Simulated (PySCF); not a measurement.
# BP: frontier orbitals

ωB97X-V at R = 1.741 Å; PySCF, spin-free X2C with a Gaussian nucleus, basis sets B x2c-TZVPPall, P x2c-TZVPPall. State: ³Π (triplet), unpaired electrons σ ↑, π ↑. Only the outer orbitals are listed, counted within each symmetry.

| spin | orbital | occ. | ε (eV) | on B (%) | main shells (%) |
| --- | --- | --- | --- | --- | --- |
| α | 5σ | 1 | -21.02 | 29 | 66 P s, 21 B s |
| α | 6σ | 1 | -13.63 | 48 | 43 B s, 30 P p, 21 P s |
| α | 2π | 1 | -10.35 | 30 | 68 P p, 28 B p |
| α | 7σ | 1 | -10.20 | 67 | 45 B p, 32 P p, 22 B s |
| α | 2π | 1 | -9.57 | 35 | 63 P p, 34 B p |
| α | 3π | 0 | 0.36 | 65 | 65 B p, 30 P p |
| α | 3π | 0 | 0.78 | 60 | 60 B p, 35 P p |
| β | 5σ | 1 | -19.64 | 27 | 69 P s, 20 B s |
| β | 6σ | 1 | -12.13 | 30 | 47 P p, 28 B s, 21 P s |
| β | 2π | 1 | -9.22 | 28 | 70 P p, 27 B p |
| β | 2π | 0 | -2.43 | 33 | 66 P p, 32 B p |
| β | 7σ | 0 | -1.59 | 87 | 57 B s, 31 B p, 15 P p |
| β | 3π | 0 | 1.34 | 68 | 68 B p, 27 P p |

Task: Which are the highest filled and the lowest empty level, where do they sit, and how wide is the gap?

Result: Highest filled β 2π at -9.22 eV (in %: 70 P p, 27 B p); lowest empty β 2π at -2.43 eV (in %: 66 P p, 32 B p); the gap at ωB97X-V is 6.79 eV. Both belong to one degenerate shell, split only by its one-sided filling, so this is no excitation gap.

| Item | Value |
| --- | --- |
| bond order (Mayer) | 2.33 |
| ⟨S²⟩ | 2.010 |
| charge on B (Mulliken, basis-dependent) | 0.06 |
| charge on B (Löwdin, basis-dependent) | -0.49 |
| dipole moment (positive dipole means B(−)P(+)) | -0.27 D |

The state was picked by a PBE0 search and need not be the measured ground state.
